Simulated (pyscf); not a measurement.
Thermochemistry of product channels of H₃Si–O–GaH₂ + HF on the singlet surface, in kcal/mol, from CCSD(T)/def2-TZVPP + ΔMP2(QZVPP) energies (ideal gas, 1 atm, RRHO with modes under 100 cm⁻¹ raised to 100, one conformer, R ln 2 for chiral ones without a mode under 150 cm⁻¹). Single points on ωB97X-D3(BJ)/def2-SVP structures (PySCF, gas phase). Correlated levels are frozen-core, on RHF or UHF. ΔMP2 is the change of the MP2 total energy from the triple- to the quadruple-zeta basis.

| products | ΔE | ΔH(298 K) | ΔG(298 K) | ΔG(900 K) |
|---|---|---|---|---|
| HO–GaH₂ + F–SiH₃ | (withheld) | -5.5 | -5.6 | -4.9 |
| F–GaH₂ + HO–SiH₃ | -2.1 | -2.0 | -2.7 | -3.3 |

**Question.** Complete the blanks.

**Answer.** 
- HO–GaH₂ + F–SiH₃, ΔE: -5.8

These are energies of the channels, which say nothing of barriers. The CCSD(T) − MP2 part came from Ansatz, without density fitting, on the same reference. The frozen core leaves the outer d or s,p core shells of the metals and heavy elements correlated in the MP2 and CC values, and def2-TZVPP describes them poorly, which can shift differences by a few kcal/mol. Elements up to Kr have no core potential and no relativistic terms here.
